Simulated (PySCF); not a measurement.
Species: C5H9P.
Z-matrix (Å and degrees, GFN2-xTB geometry), rows numbered from 1:
```
C 
C   1  1.3232
P   2  1.8166  1  125.35
C   3  1.8417  2   97.17  1  -121.27
C   4  1.5032  3  118.03  2   -95.92
C   5  1.4922  4   60.18  3  -108.42
H   1  1.0786  2  122.04  3  -177.00
H   1  1.0786  2  121.73  3     2.68
H   2  1.0848  1  120.66  3   175.81
H   3  1.4015  2   95.85  1   -24.72
H   4  1.0857  3  114.85  2    49.08
H   5  1.0808  4  118.03  6   107.64
H   5  1.0801  4  118.17  6  -108.84
H   6  1.0802  4  118.05  5  -107.94
H   6  1.0798  4  118.00  5   108.80
```

Method: PySCF 2.14.0, density-fitted response routines, TDDFT PBE0/def2-SVPD, vertical, gas phase, core orbitals frozen in the response.

Frontier orbitals with the atoms that hold most of them (Löwdin shares over 4%, at most four atoms; ? is withheld):

| orbital | ε (eV) | atoms |
| --- | --- | --- |
| LUMO+2 | 0.92 | P3 18%, C2 16%, C1 15%, H9 8% |
| LUMO+1 | 0.75 | P3 28%, H10 13%, C4 11%, C5 10% |
| LUMO | ? | ? |
| HOMO | -6.69 | ? |
| HOMO-1 | -8.07 | C2 20%, C6 19%, C1 15%, P3 13% |
| HOMO-2 | -8.51 | C5 31%, C4 28%, C6 12%, P3 9% |
| HOMO-3 | -9.02 | C2 22%, P3 15%, C1 15%, C6 14% |

Question: Give the leading atoms of the HOMO.

Answer: P3 (bonded to 2 C and H) 47%; C1 (bonded to C and 2 H) 16%; C2 (bonded to C, P and H) 15%; C4 (bonded to 2 C, P and H) 10%. By element: phosphorus 47%, carbon 41% or more.

Question: Which atoms hold the LUMO, and with what shares?

Answer: C1 (bonded to C and 2 H) 33%; C2 (bonded to C, P and H) 32%; P3 (bonded to 2 C and H) 12%; H8 (bonded to C) 6%. By element: carbon 64% or more, phosphorus 12%, hydrogen 6% or more.

Question: What is the LUMO energy, and the HOMO–LUMO gap?

Answer: ε(LUMO) = -0.17 eV; the gap is 6.52 eV (0.2395 hartree).

Question: The HOMO–LUMO gap is 6.52 eV. Where does the response calculation put the lowest singlet, and from which orbitals?

Answer: S1 is at 5.62 eV (f = 0.182), 0.90 eV below the gap, made of HOMO→LUMO (93%). 

Question: Give energy, strength and leading configuration of S1 and S4, and follow the Löwdin shares of the leading atoms from the occupied to the empty orbital.

Answer: 
- S1 (5.62 eV, f 0.182), HOMO→LUMO (93%): P3 47% → 12%, C1 16% → 33%, C2 15% → 32%
- S4 (6.88 eV, f 0.131), HOMO-1→LUMO (70%): C2 20% → 32%, C6 19% → at most 6%, C1 15% → 33%

One conformer stands for the species.
